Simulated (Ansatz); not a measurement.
# Predicting a hybrid from its neighbours: SiF2

SiF2: 3 atoms, total charge 0, spin state singlet. As SMILES, `F[Si]F`. The coordinates come from a PBE0-D4/def2-TZVP relaxation.

The HOMO–LUMO gap y, in eV, basis def2-TZVP; a is the functional's share of exact exchange. Programs: Ansatz 0.2.0.

```
functional  program     a  y (eV)
      BLYP   Ansatz     0    4.14
    revPBE   Ansatz     0    4.13
     B3LYP   Ansatz   0.2    5.78
   r2SCAN0   Ansatz  0.25       ?
      PBE0   Ansatz  0.25    6.17
     BHLYP   Ansatz   0.5    8.19
```

Question: Fit y = c + s·a to the known rows and predict r2SCAN0.

Answer: 
1. Means of the 5 rows: a = 0.1900, y = 5.682.
2. Σ(Δa)² = 0.172, Σ(Δa·Δy) = 1.3956, so the slope is 1.3956/0.172 = 8.114.
3. Intercept: 5.682 − (8.114) × 0.1900 = 4.140. The largest residual of the fit is 0.017.
4. r2SCAN0: 4.140 + (8.114) × 0.25 = 6.17 eV.

The run gave 6.38 eV, so the prediction is off by -0.21 eV, more than the scatter of the fit. Exact exchange lowers occupied levels and raises empty ones. The rows mix families of semi-local functionals, which the line can't see.
